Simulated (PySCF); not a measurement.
Reaction (SMILES): FOF + H+ → F[OH+]F
B3LYP-D3(BJ)/def2-TZVP geometries, fixed; electronic energies without zero-point terms; positive where energy is released.

Basis-set convergence of the proton affinity at PBE with PySCF. All functions are spherical. Density fitting with generated auxiliary sets. In sets without p functions on hydrogen, species with hydrogen take exact integrals. The proton sits at the site shown, which need not be the one that binds it best. No added dispersion term, no relativity. Functions are those of the species that has most. Reference: the value in def2-QZVPPD, 115.55 kcal/mol, itself unsure by roughly 0.58 kcal/mol (its mean distance from pcseg-3, def2-QZVPP, cc-pVQZ). Deviations are taken from unrounded values.

| basis | functions | proton affinity (kcal/mol) |
|---|---|---|
| 6-31G* | 44 | 117.83 |
| 6-31+G* | 56 | 109.44 |
| cc-pVDZ | 47 | 116.60 |
| aug-cc-pVDZ | 78 | 113.66 |
| def2-SVP | 47 | 116.29 |
| def2-SVPD | 77 | 112.19 |
| pcseg-1 | 47 | 110.33 |
| aug-pcseg-1 | 78 | 112.16 |
| 6-311G** | 60 | 115.02 |
| 6-311+G** | 72 | 110.75 |
| def2-TZVP | 99 | 114.83 |
| def2-TZVPD | 129 | 114.59 |
| cc-pVTZ | 104 | 117.33 |
| aug-cc-pVTZ | 161 | 115.28 |
| pcseg-2 | 104 | 114.74 |
| aug-pcseg-2 | 161 | 115.22 |
| def2-TZVPP | 107 | 115.79 |
| def2-TZVPPD | 137 | 115.30 |
| def2-QZVPP | 201 | 115.96 |
| def2-QZVPPD | 231 | 115.55 |

What the diffuse functions change, pair by pair:
- 6-31G* to 6-31+G*: 12 more functions, deviation 2.28 to -6.12 kcal/mol
- cc-pVDZ to aug-cc-pVDZ: 31 more functions, deviation 1.05 to -1.90 kcal/mol
- def2-SVP to def2-SVPD: 30 more functions, deviation 0.74 to -3.36 kcal/mol
- pcseg-1 to aug-pcseg-1: 31 more functions, deviation -5.22 to -3.40 kcal/mol
- 6-311G** to 6-311+G**: 12 more functions, deviation -0.53 to -4.80 kcal/mol
- def2-TZVP to def2-TZVPD: 30 more functions, deviation -0.73 to -0.96 kcal/mol
- cc-pVTZ to aug-cc-pVTZ: 57 more functions, deviation 1.78 to -0.27 kcal/mol
- pcseg-2 to aug-pcseg-2: 57 more functions, deviation -0.82 to -0.33 kcal/mol
- def2-TZVPP to def2-TZVPPD: 30 more functions, deviation 0.23 to -0.25 kcal/mol
- def2-QZVPP to def2-QZVPPD: 30 more functions, deviation 0.41 to 0.00 kcal/mol

Leaving out the reference's own pair, they bring the value nearer the reference by more than 0.58 kcal/mol in 2 of 9 pairs.
